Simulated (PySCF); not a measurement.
# H3NO (hydroxylamine): MP2/STO-6G

Aim: the energy change on altering one bond length of H3NO (hydroxylamine) at MP2/STO-6G, from 2 runs. Input form: a Python script.

Program for the calculation: PySCF 2.14.0.

8 further runs of the same task are left out: 8 set aside as unsound or not needed.

**1. The system as given**

H3NO has 5 atoms, charge 0, and is taken as a singlet. As SMILES, `NO`. The shape is that of a PBE0-D4/def2-TZVP optimisation. This is one conformer, not always the lowest.

Bond lengths: N1–O2 1.422 Å, N1–H3 1.016 Å, N1–H4 1.016 Å, O2–H5 0.960 Å. Angles: N1–O2–H5 102.8°, O2–N1–H3 104.5°, O2–N1–H4 104.5°, H3–N1–H4 106.0°.

**2. A single-point energy at MP2/STO-6G**

The input, job.py:

```python
from pyscf import gto, mp

mol = gto.M(
    atom='''
N       -0.165120      -0.361290      -0.321170
O        0.364460       0.666040       0.508060
H       -0.162690      -1.190020       0.266770
H       -1.141650      -0.109840      -0.446210
H        1.105010       0.995100      -0.007440
''',
    verbose=4,
    basis='sto-6g',
    max_memory=1860,
)

myscf = mol.RHF()
myscf.conv_tol = 1e-10
myscf.kernel()
if not myscf.converged:
    myscf = myscf.newton().run(myscf.mo_coeff, myscf.mo_occ)

pt = mp.MP2(myscf, frozen=2).run()
e_final = pt.e_tot
print('E = %.10f Eh' % e_final)
```

Command:

```console
$ OMP_NUM_THREADS=1 python job.py
```

Output:

```text
PySCF version 2.14.0

[INPUT] num. atoms = 5
[INPUT] num. electrons = 18
[INPUT] charge = 0
[INPUT] spin (= nelec alpha-beta = 2S) = 0
[INPUT] symmetry False subgroup None
[INPUT] Mole.unit = angstrom
[INPUT] Symbol           X                Y                Z      unit          X                Y                Z       unit  Magmom
[INPUT]  1 N     -0.165120000000  -0.361290000000  -0.321170000000 AA   -0.312031577688  -0.682739151544  -0.606923339427 Bohr   0.0
[INPUT]  2 O      0.364460000000   0.666040000000   0.508060000000 AA    0.688729583359   1.258633188005   0.960094254847 Bohr   0.0
[INPUT]  3 H     -0.162690000000  -1.190020000000   0.266770000000 AA   -0.307439543205  -2.248811882755   0.504122238250 Bohr   0.0
[INPUT]  4 H     -1.141650000000  -0.109840000000  -0.446210000000 AA   -2.157405830110  -0.207567517522  -0.843214694042 Bohr   0.0
[INPUT]  5 H      1.105010000000   0.995100000000  -0.007440000000 AA    2.088166264906   1.880466466555  -0.014059562367 Bohr   0.0

nuclear repulsion = 39.5936664123675
number of shells = 9
number of NR pGTOs = 78
number of NR cGTOs = 13
basis = sto-6g
ecp = {}

******** <class 'pyscf.scf.hf.RHF'> ********
method = RHF
initial guess = minao
damping factor = 0
level_shift factor = 0
DIIS = <class 'pyscf.scf.diis.CDIIS'>
diis_start_cycle = 1
diis_space = 8
diis_damp = 0
SCF conv_tol = 1e-10
SCF conv_tol_grad = None
SCF max_cycles = 50
direct_scf = True
direct_scf_tol = 1e-13
Set gradient conv threshold to 1e-05
Initial guess from minao.
init E= -130.568991213347
  HOMO = -0.239792733933062  LUMO = 0.270961736413932  gap/eV = 13.89834
cycle= 1 E= -130.465566005789  delta_E= 0.103  |g|= 0.299  |ddm|= 2.65
  HOMO = -0.282239140185377  LUMO = 0.593371854677518  gap/eV = 23.82659
cycle= 2 E= -130.501000232092  delta_E= -0.0354  |g|= 0.0639  |ddm|= 0.495
  HOMO = -0.331793008805375  LUMO = 0.54584222462751  gap/eV = 23.88167
cycle= 3 E= -130.50246422751  delta_E= -0.00146  |g|= 0.0171  |ddm|= 0.0862
  HOMO = -0.342978060273198  LUMO = 0.537873578784739  gap/eV = 23.96919
cycle= 4 E= -130.502654958805  delta_E= -0.000191  |g|= 0.00503  |ddm|= 0.0433
  HOMO = -0.341323739495746  LUMO = 0.539675140274778  gap/eV = 23.97320
cycle= 5 E= -130.50267396659  delta_E= -1.9e-05  |g|= 0.00102  |ddm|= 0.0162
  HOMO = -0.341440801701019  LUMO = 0.539660045356474  gap/eV = 23.97598
cycle= 6 E= -130.502674901399  delta_E= -9.35e-07  |g|= 0.000126  |ddm|= 0.00408
  HOMO = -0.341450529085476  LUMO = 0.539664570659663  gap/eV = 23.97636
cycle= 7 E= -130.502674915706  delta_E= -1.43e-08  |g|= 2.08e-05  |ddm|= 0.000437
  HOMO = -0.341448340135269  LUMO = 0.539658718458224  gap/eV = 23.97614
cycle= 8 E= -130.50267491606  delta_E= -3.54e-10  |g|= 2.95e-06  |ddm|= 7.6e-05
  HOMO = -0.341448665648383  LUMO = 0.539659023585959  gap/eV = 23.97616
cycle= 9 E= -130.502674916066  delta_E= -6.14e-12  |g|= 4.4e-07  |ddm|= 8.83e-06
  HOMO = -0.341448524429106  LUMO = 0.539658894401924  gap/eV = 23.97615
Extra cycle  E= -130.502674916066  delta_E= -1.71e-13  |g|= 1.71e-07  |ddm|= 8.05e-07
converged SCF energy = -130.502674916066

******** <class 'pyscf.mp.mp2.RMP2'> ********
nocc = 7, nmo = 11
frozen orbitals 2
E(RMP2) = -130.584967593333  E_corr = -0.08229267726666
E(SCS-RMP2) = -130.595543825088  E_corr = -0.0928689090217679
E_corr(same-spin) = -0.00678727349795091
E_corr(oppo-spin) = -0.0755054037687091
E = -130.5849675933 Eh
```

It took 0.8 s on 1 thread of Arm Neoverse V1, shared host; peak memory 0.12 GiB.

**3. The distorted shape at the same level**

The input, job.py:

```python
from pyscf import gto, scf, mp

mol = gto.M(
    atom='''
N     -1.991418    -1.428967     0.562105
O     -0.990657     0.512405     2.129122
H     -1.986826    -2.995040     1.673150
H     -3.836792    -0.953796     0.325813
H      2.088166     1.880466    -0.014060
''',
    max_memory=1860,
    basis='sto-6g',
    unit='bohr',
    verbose=3,
)

hf = scf.RHF(mol)
hf.conv_tol = 1e-10
hf.kernel()
if not hf.converged:
    hf = hf.newton().run(hf.mo_coeff, hf.mo_occ)

pt = mp.MP2(hf, frozen=2).run()
e_final = pt.e_tot
print(f'total energy: {e_final:.8f} hartree')
```

Command:

```console
$ OMP_NUM_THREADS=1 python job.py
```

Output:

```text
converged SCF energy = -130.211939420104
E(RMP2) = -130.406298287147  E_corr = -0.194358867042615
E(SCS-RMP2) = -130.431394794861  E_corr = -0.21945537475738
total energy: -130.40629829 hartree
```

It took 0.8 s on 1 thread of Arm Neoverse V1, shared host; peak memory 0.12 GiB.

**4. Results**

At MP2/STO-6G, 2 core orbitals frozen:

```
                                                         quantity          value
                                        first shape: total energy  -130.58497 Eh
                first shape: dipole moment (Hartree–Fock density)         0.40 D
                 first shape: HOMO energy (Hartree–Fock orbitals)       -9.29 eV
                 first shape: LUMO energy (Hartree–Fock orbitals)       14.68 eV
               first shape: HOMO–LUMO gap (Hartree–Fock orbitals)       23.98 eV
         first shape: correlation energy (2 core orbitals frozen)      -82.3 mEh
                                    distorted shape: total energy  -130.40630 Eh
            distorted shape: dipole moment (Hartree–Fock density)         1.58 D
             distorted shape: HOMO energy (Hartree–Fock orbitals)       -6.27 eV
             distorted shape: LUMO energy (Hartree–Fock orbitals)        2.83 eV
           distorted shape: HOMO–LUMO gap (Hartree–Fock orbitals)        9.10 eV
     distorted shape: correlation energy (2 core orbitals frozen)     -194.4 mEh
energy change with the O2–H5 bond stretched from 0.960 to 2.113 Å       4.862 eV
```

In words: One bond (distorted shape) is far stretched, which a spin-restricted single reference describes badly; perturbation theory on it can break down and give far too much correlation. With the O2–H5 bond stretched from 0.960 to 2.113 Å the energy rises by 4.86 eV (469 kJ/mol). The first shape isn't relaxed at this level, so the change isn't measured from a minimum. A restricted reference can't describe the breaking bond well at this length. The minimal basis adds a large error of its own. Mulliken charges (first shape) of the mean-field density run from -0.31 on N1 to +0.22 on H5; they depend strongly on the basis.
